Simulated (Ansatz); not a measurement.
Born–Oppenheimer molecular dynamics of H$_{7}$NSi (9 atoms, charge 0, multiplicity 1). It starts at the highest image of a converged band. Of that band: Neighbouring images differ by up to 1.4 eV, so the band resolves the path poorly. A vibrational analysis at the climbing image gives one clearly imaginary mode, 1347i cm⁻¹: a first-order saddle point.

Computed with RKS PBE0-D4/def2-SVP in Ansatz 0.2.0.

```json
{
  "ensemble": "NVE (velocity Verlet)",
  "time step": "0.5 fs",
  "steps asked": "200",
  "starting velocities drawn for": "300 K",
  "seed": "10614"
}
```

First frame:

```xyz
9
Properties=species:S:1:pos:R:3
Si 0.061 -0.069 0.111
N 0.161 -0.259 2.001
H -0.726 -0.332 2.505
H 0.759 0.423 2.471
H 1.304 0.350 -0.597
H -0.715 1.244 0.172
H -0.908 -0.967 -0.578
H 1.000 -1.652 0.522
H 0.713 -1.239 1.573
```

(1) How far do the bonds stretch over the last three quarters of this one trajectory? (Pairs bonded in most of those frames.)

Answers

(1) 
| bond | mean (Å) | spread (Å) | shortest | longest |
| --- | --- | --- | --- | --- |
| Si1–N2 | 1.737 | 0.058 | 1.65 | 1.82 |
| Si1–H5 | 1.501 | 0.020 | 1.47 | 1.54 |
| Si1–H6 | 1.507 | 0.025 | 1.47 | 1.55 |
| Si1–H7 | 1.503 | 0.021 | 1.47 | 1.53 |
| N2–H3 | 1.014 | 0.019 | 0.98 | 1.05 |
| N2–H4 | 1.013 | 0.015 | 0.99 | 1.03 |
| H8–H9 | 0.780 | 0.081 | 0.66 | 0.89 |

Mean temperature of the second half: 1766 K. The conserved energy stayed within 0.74 meV per atom of its start (net change 0.069 meV per atom), so the integration is sound. The kinetic energy rose, since the run started high on the potential surface and went downhill. It ends in pieces (H2 + H5NSi), so much of that is their flight and rotation, not heat. A run of 0.1 ps of so small a system gives no equilibrium averages. The orbitals stay closed-shell, which can raise the energy where a bond breaks towards radicals; this wasn't checked here.

Run time: 4 min on 1 thread of Intel(R) Xeon(R) Platinum 8375C CPU @ 2.90GHz (Ice Lake) (shared host), peak memory 0.13 GiB.
